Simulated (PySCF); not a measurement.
Gas-phase reaction: C2Cl4 + 2 CH3C(CH3)2CH3 → 4 CH2Cl + 2 C4H8 (trans-2-butene)

Energies from PySCF, thermal terms from the rigid-rotor harmonic-oscillator model, ideal gas at 1 bar. † marks an energy on the PBE0/def2-TZVP geometry and frequencies; other levels use their own. MP2 and CCSD(T) freeze the core. 6-31G* has spherical d functions here. Open shells (unrestricted): CH2Cl (multiplicity 2); the rest are closed-shell singlets. CH2Cl: computed as isolated molecules; such fragments, hydroxides, amides, oligomers or adducts are transient or little studied in the gas. MP2 isn't extrapolated to the basis-set limit; its ΔH°(298 K) is 878.1 kJ in def2-SVP and 862.5 kJ in def2-TZVPP. CCSD(T) isn't extrapolated to the basis-set limit. The harmonic model lacks anharmonicity and excited electronic states, which grow with temperature; levels with a mode under 35 cm⁻¹ are left out. Internal rotation in CH3C(CH3)2CH3, C4H8 (trans-2-butene) is treated as a harmonic vibration of one conformer, which makes the entropy rough. Soft modes under 120 cm⁻¹ make the harmonic entropy rough for C2Cl4. Warning, point group unlike the PBE0 one: CH2Cl (HF/6-31G*).

```tsv
level	ΔE electronic, kJ	ΔH°(298 K), kJ	ΔS°(298 K), J/K	ΔG°(1600 K), kJ
CCSD(T)/def2-SVP†	861	810	618	-168
HF/6-31G*	541	486	634	-521
HF/def2-TZVP†	502	451	618	-527
M06-2X/def2-TZVP†	844	792	618	-186
MP2/def2-SVP†	930	878	618	-100
MP2/def2-TZVPP†	914	862	618	-115
PBE0/def2-TZVP	786	735	618	-243
r2SCAN/def2-TZVP†	765	714	618	-264
LDA/def2-TZVP†	999	947	618	-31
ωB97M-V/def2-TZVP†	842	791	618	-187
ωB97X-V/def2-TZVP†	841	790	618	-188
```
ΔH° is lowest at HF/def2-TZVP† and highest at LDA/def2-TZVP†. No reference value is set beside these.
